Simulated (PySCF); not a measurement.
**Electron affinity of O by level of theory**

O⁻ [He] 2s2 2p5 (2P) → O [He] 2s2 2p4 (3P), as a difference of total energies. All numbers are calculated (PySCF 2.14, no relativity, point nucleus, in dyall-av2z (11s7p2d, 42 functions)). Correlated levels: valence: 1s2 frozen; virtual orbitals above 40 to 60 times the deepest correlated orbital energy dropped. The calculations carry no spin-orbit coupling.

| method | electron affinity (eV) |
| --- | --- |
| UHF | -0.564 |
| LDA | 2.068 |
| PBE | 1.786 |
| PBE0 | 1.396 |
| r2SCAN | 1.519 |
| TPSS | 1.510 |
| B3LYP | 1.690 |
| TPSSh | 1.381 |
| PBEsol | 1.742 |
| MP2 (valence) | 1.280 |
| SCS-MP2 (valence) | 1.227 |

Errors of the correlated levels include the incompleteness of this basis and the frozen core.

A negative affinity means that the anion lies above the atom at that level of theory.

In the anion the highest occupied orbital energy is positive at LDA, PBE, PBE0, r2SCAN, TPSS, B3LYP, TPSSh, PBEsol, a self-interaction effect; the basis confines that electron, and the energy difference can still be sensible.

For comparison: 1.461 eV (measured; photodetachment measurements, as compiled on the Wikipedia data page of electron affinities).
